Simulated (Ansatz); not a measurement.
H2Al–AsH2, singlet: reading a ladder of total energies

Geometry: a PBE0/def2-TZVP stationary point for this spin, not checked as a minimum.

```xyz
6

Al    0.0319    0.0000    1.7496
As   -0.0385    0.0000   -0.6783
H     0.0000    1.3773    2.5371
H     0.0000   -1.3773    2.5371
H     1.0023    1.1086   -0.7464
H     1.0023   -1.1086   -0.7464
```

Basis cc-pVTZ; Ansatz 0.2.0. Only valence electrons are correlated (noble-gas cores and the filled d shells of p-block atoms frozen), which leaves 12 electrons in 114 orbitals. Prefix R: restricted or restricted open-shell reference. No spin–orbit coupling is included, and no scalar relativity.

Full CI isn't at hand for all of this; RCCSDT(Q) serves as the reference, and is uncertain by about the last step of the cluster series.

Runs differ by some tens of microhartree through their thresholds, so steps under 0.03 kcal/mol mean nothing.

```
    level  total energy (hartree)
      RHF            -2478.492533
     RMP2            -2478.721572
    RCCSD            -2478.760616
 RCCSD(T)            -2478.769741
   RCCSDT            -2478.770864
RCCSDT(Q)            -2478.771304
```

Task: What is the correlation energy at RCCSDT(Q), and what share of it do RMP2 and RCCSD(T) recover?

Result: E(corr) = -2478.771304 − (-2478.492533) = -0.278771 hartree = -7.586 eV. RMP2: -0.229039 / -0.278771 = 82.16 %. RCCSD(T): -0.277208 / -0.278771 = 99.44 %.

Task: By how many kcal/mol does RCCSD(T) miss RCCSDT(Q) (1 hartree = 627.509 kcal/mol), and which steps make up the rest?

Result: -2478.769741 − (-2478.771304) = 0.001563 hartree = 0.98 kcal/mol. Steps: RCCSDT − RCCSD(T) = -0.70, RCCSDT(Q) − RCCSDT = -0.28 kcal/mol. Differences between like states or geometries often cancel part of this.
